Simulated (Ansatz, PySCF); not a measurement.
This PySCF input computes a CCSD(T)/cc-pVDZ energy:

```python
from pyscf import gto, scf, mp, cc as ccmod

mol = gto.M(
    atom='''
    C     1.37760322    0.01843291    0.01132496
    C     0.10270912    0.44661529   -0.00225393
    H     2.05690146    0.90275969    0.01081884
    H    -0.21628020    1.51104003   -0.01231293
    C    -1.08779556   -0.49380738   -0.00560757
    H    -0.72120087   -1.52504187    0.00461626
    H    -1.74458285   -0.35197269    0.86878207
    H    -1.72993823   -0.36423013   -0.89268502
    ''',
    basis='cc-pvdz',
    charge=-1,
    spin=0,
    verbose=4,
)

mf = scf.RHF(mol)
mf.conv_tol = 1e-10
mf.max_cycle = 100
mf.kernel()
mp2 = mp.MP2(mf, frozen=3).run()
cc = ccmod.CCSD(mf, frozen=3)
cc.max_cycle = 100
cc.kernel()
et = cc.ccsd_t()
print(f'E(CCSD(T)) = {cc.e_tot + et:.9f}')
```

### Question
Write an input for the same energy in Ansatz (a program for electronic structure) and say what it gives.

### Answer

Ansatz 0.2 input:
```yaml
crystal:
  periodic: [false, false, false]
  atoms:
    - {symbol: C, position_ang: [1.37760322, 0.01843291, 0.01132496]}
    - {symbol: C, position_ang: [0.10270912, 0.44661529, -0.00225393]}
    - {symbol: H, position_ang: [2.05690146, 0.90275969, 0.01081884]}
    - {symbol: H, position_ang: [-0.21628020, 1.51104003, -0.01231293]}
    - {symbol: C, position_ang: [-1.08779556, -0.49380738, -0.00560757]}
    - {symbol: H, position_ang: [-0.72120087, -1.52504187, 0.00461626]}
    - {symbol: H, position_ang: [-1.74458285, -0.35197269, 0.86878207]}
    - {symbol: H, position_ang: [-1.72993823, -0.36423013, -0.89268502]}
basis:
  gaussian:
    orbitals: cc-pVDZ
total_charge: -1
magnetization: {spin_polarized: false}
correlation: {method: ccsd_t, electrons: outside_noble_gas}
```
It gives -116.87220 Eh, and PySCF -116.87220 Eh, a difference of 0.00 mEh.

It need not be the lowest isomer of its formula. Whether it binds its extra electron was not tested at this geometry.
